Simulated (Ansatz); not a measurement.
This script drives Ansatz's Python interface.

Contents of `h3ssi.xyz`:
```text
5

Si   -0.08670   -0.02810   -0.00810
S     1.93660   -0.36120    0.24770
H    -0.93330   -0.66440    1.04010
H    -0.48680   -0.49260   -1.34770
H    -0.38000    1.47260    0.02660
```

Script `composite_h3ssi.py`:
```python
"""A composite energy for H3SSi: DFT geometry, MP2 basis limit, coupled-cluster correction."""

import itertools
import logging
import sys

import ansatz as az
from ase.data import atomic_numbers, covalent_radii
import numpy as np

logging.basicConfig(stream=sys.stdout, format="[%(levelname)s] %(message)s")
logger = logging.getLogger("calc")
logger.setLevel(logging.INFO)


def main() -> None:
    h3ssi = az.Crystal.molecule_from_extxyz("h3ssi.xyz")

    calc = (
        h3ssi.calculation()
        .basis(gaussian="def2-SVP")
        .functional("pbe0")
        .spin("collinear", total=1)
    )
    symbols = [site.symbol for site in h3ssi.cartesian_sites]
    start = np.array([site.position_ang for site in h3ssi.cartesian_sites], dtype=float)
    data = calc.relax(force_tolerance=0.01, max_steps=100).run(threads=1).report
    end = np.array(data["positions_ang"])
    # pairs closer than 1.2 times the sum of covalent radii, before or after
    radius = [covalent_radii[atomic_numbers[s]] for s in symbols]
    span = lambda where, i, j: np.linalg.norm(where[i] - where[j])
    bonded = [(i, j) for i, j in itertools.combinations(range(len(symbols)), 2) if min(span(start, i, j), span(end, i, j)) < 1.2 * (radius[i] + radius[j])]
    logger.info("pair        before    after (A)")
    for i, j in bonded:
        print(f"{symbols[i]}{i}-{symbols[j]}{j}".ljust(10), f"{span(start, i, j):8.4f} {span(end, i, j):8.4f}")

    minimum = az.Crystal.molecule()
    for symbol, place in zip(symbols, end):
        minimum = minimum.atom(symbol, place.tolist())
    at_minimum = minimum.calculation().spin("collinear", total=1)
    # MP2 extrapolated to the basis limit, plus the small-basis difference CCSD(T) - MP2
    level = lambda method, basis: at_minimum.basis(gaussian=basis).correlation(method).run(threads=1).report
    small, large, cluster = level("mp2", "cc-pVDZ"), level("mp2", "cc-pVTZ"), level("ccsd_t", "cc-pVDZ")
    corr = lambda each: (each["free_energy_ev"] - each["reference_energy_ev"]) / 27.211386246
    mp2_limit = (27 * corr(large) - 8 * corr(small)) / 19
    pieces = {"HF / cc-pVTZ": large["reference_energy_ev"] / 27.211386246, "MP2 correlation, DZ-TZ limit": mp2_limit, "CCSD(T) - MP2 / cc-pVDZ": corr(cluster) - corr(small)}
    for name, value in pieces.items():
        logger.info(f"{name:32s} {value:14.6f} Ha")
    logger.info(f"{'sum':32s} {sum(pieces.values()):14.6f} Ha")
    print("T1 diagnostic", round(cluster["correlation"]["coupled_cluster"]["t1_diagnostic"], 4))


if __name__ == "__main__":
    main()
```

It is started by `python composite_h3ssi.py`. Estimate its wall time and peak memory on 1 thread of Intel(R) Xeon(R) 6975P-C (Granite Rapids), with other jobs on the host.

It took about 21 s, with a peak of 0.26 GiB, for 4 runs of the engine.

`python composite_h3ssi.py` gives:
```text
[INFO] pair        before    after (A)
Si0-S1       2.0664   2.1320
Si0-H2       1.4901   1.4931
Si0-H3       1.4732   1.4932
Si0-H4       1.5295   1.4978
[INFO] HF / cc-pVTZ                        -688.239368 Ha
[INFO] MP2 correlation, DZ-TZ limit          -0.297409 Ha
[INFO] CCSD(T) - MP2 / cc-pVDZ               -0.046353 Ha
[INFO] sum                                 -688.583129 Ha
T1 diagnostic 0.0131
```

Reading the output:
- Total energies depend on the basis set; only differences at equal settings carry meaning.
- The sum leaves out core correlation, relativity, the Hartree-Fock basis error and zero-point energy; a DZ-TZ extrapolation is rough.
- The species is open-shell (spin multiplicity 2).
- Inner cores stay frozen, so this is valence correlation.
- For Al to Cl the sets with a tight d function, cc-pV(X+d)Z, are usual.
- An extrapolation from small basis sets is rough.

(A comment or docstring line of the script was reworded after the run, the code is as it ran; lines on the test bed's own set-up are left out of the output.)
